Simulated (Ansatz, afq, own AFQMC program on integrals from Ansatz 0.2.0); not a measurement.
## CHB, triplet in 6-31G along one coordinate

```yaml
atoms:
  - { symbol: B, position_ang: [0.0000, 0.0000, 1.2592] }
  - { symbol: C, position_ang: [0.0000, 0.0000, -0.0942] }
  - { symbol: H, position_ang: [0.0000, 0.0000, -1.1650] }
```

The B1–C2 distance is changed with both sides rigid. Energies in kJ/mol count from this geometry (1.353 Å) at the same level; the start stands on UHF, each point on the determinant named.

Basis 6-31G. Only valence electrons are correlated. AFQMC by an in-house program on the Cholesky factors that Ansatz 0.2.0 writes for its CCSD(T) run. The CISD trial takes its coefficients from CCSD amplitudes. Released means that phaseless walkers are propagated on without the constraint, phases kept. ± is one standard error of the sampling.

Cautions, each for one point or more: an unrestricted solution with more broken spin lies lower; an unrestricted solution with more broken spin lies lower, while this determinant keeps restricted orbitals; cluster runs in doubt by the program's own checks; lower spins were not checked; strong correlation; the determinant is a saddle point among determinants of its kind; the next higher spin lies close; unrestricted determinant slightly spin contaminated; unrestricted determinant spin contaminated.

```csv
r(B1–C2) / Å,det.,T1,weight,⟨S²⟩,PBE,PBE0,CCSD(T)
1.086,UHF,0.014,0.94,2.02,378.4,365.5,399.3
1.658,UHF†,0.021,0.90,2.03,107.7,105.3,81.2
2.126,UHF†,0.051,0.84,2.19,258.1,270.7,222.0
2.964,UHF†,0.060,0.79,2.88,487.2,521.0§,434.8
4.500,UHF,0.006,0.90,2.00,582.7,598.9§,490.7
```

Task: Estimate the curve of full CI, counted from the same start.

Result: 
| r(B1–C2) / Å | det. | T1 | weight | ⟨S²⟩ | FCI | ph-AFQMC/CISD | CCSDT(Q) |
| --- | --- | --- | --- | --- | --- | --- | --- |
| 1.086 | UHF | 0.014 | 0.94 | 2.02 | 401.2 | 400.4 ± 0.4 | 401.2 |
| 1.658 | UHF† | 0.021 | 0.90 | 2.03 | 81.8 | 81.6 ± 0.4 | 81.8 |
| 2.126 | UHF† | 0.051 | 0.84 | 2.19 | 220.1 | 222.7 ± 0.5 | 219.7 |
| 2.964 | UHF† | 0.060 | 0.79 | 2.88 | 428.3 | 432.9 ± 0.5 | 427.3 |
| 4.500 | UHF | 0.006 | 0.90 | 2.00 | 493.0 | 492.9 ± 0.4 | 493.2 |

Weight is that of the determinant in the CISD state; at the start T1 is 0.035 and the weight 0.90, and ⟨S²⟩ is 2.09. A dagger marks points whose determinant fills other symmetries than the start's, so the wave-function levels may follow another state there, or a degenerate partner. Symmetry can't show for every point that it stays on the start's state. § marks a functional whose ⟨S²⟩ is too high by over 0.1. Largest departures from full CI: CCSD(T) 6.5 kJ/mol at 2.964 (on UHF), ph-AFQMC/CISD 4.6 kJ/mol at 2.964 (on UHF), CCSDT(Q) -1.0 kJ/mol at 2.964 (on UHF). The functionals aren't scored here. In this small basis the wave-function levels are far from their limit, so their gap to the functionals isn't the functionals' error.

CCSDT and higher add their correlation energy to the determinant of the CCSD(T) run, since their own runs factorise the integrals more tightly (a shift of under 2 meV). A walk keeps the symmetry of its determinant, which the program's search chose and which needn't be the lowest solution, so a lower state of the same spin and another symmetry isn't excluded.
